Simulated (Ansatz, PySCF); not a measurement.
H3Si, SMILES [SiH3] (connectivity only; charge and spin as stated), charge +1, multiplicity 1.

The structure is a stationary point at B3LYP-D3(BJ)/def2-TZVPD. The spin state was assumed, not searched. The isomer is the one that the SMILES or the coordinates give; other isomers of the formula were not compared.

Two levels are set side by side: PBE/def2-TZVPD (Ansatz, an electronic-structure program) and EOM-CCSD/aug-cc-pVDZ (PySCF). PBE by ΔSCF, the other level by its IP root; same geometry, the bases differ. Differences are taken from unrounded values.

| quantity | PBE |
|---|---|
| vertical ionisation energy (eV) | 20.54 |

Q: These are the PBE values. What does EOM-CCSD give? (The exact figures need the calculation; the answer reports its results.)

A: 
```json
[
 {"quantity": "vertical ionisation energy (eV)", "EOM-CCSD": "20.81", "PBE minus EOM-CCSD": "-0.27"}
]
```

On these quantities the two levels nearly agree.
